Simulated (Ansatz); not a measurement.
Frontier orbitals of `C=NC(O)O`.

```
atom   x (Å)   y (Å)   z (Å)
  C1   0.974   1.135  -0.687
  N2   0.171   0.701   0.179
  C3  -0.311  -0.653   0.046
  O4   0.100  -1.371   1.161
  O5  -1.688  -0.609  -0.119
  H6   1.349   2.154  -0.605
  H7   1.323   0.534  -1.535
  H8   0.088  -1.183  -0.826
  H9   0.022  -0.789   1.925
 H10  -2.028   0.082   0.461
```

The species carries charge 0 and has multiplicity 1. Geometry: relaxed with PBE0-D4/def2-TZVP. It is one conformer, not always the lowest. Basis def2-TZVPP, the Gaussian-basis code of Ansatz.

Orbital energies of one run (eV). Highest occupied ones, from the top: -6.78, -6.92, -7.73, -8.47, -8.95, -10.14, -10.75, -12.51, -13.28, -13.62, -15.66, -17.26, -23.19, -25.15. Empty: -2.28, 0.15, 0.92, 1.25, 1.76, 2.51.

**Question.** Which functional gave them?
A. BHLYP
B. CAM-B3LYP
C. B3LYP
D. LDA (SPW92)

**Answer.** D. HOMO energies: LDA (SPW92) -6.78, B3LYP -7.92, BHLYP -9.59, CAM-B3LYP -9.60 eV.

B3LYP here is the variant with VWN-RPA as its local correlation; programs differ in this.
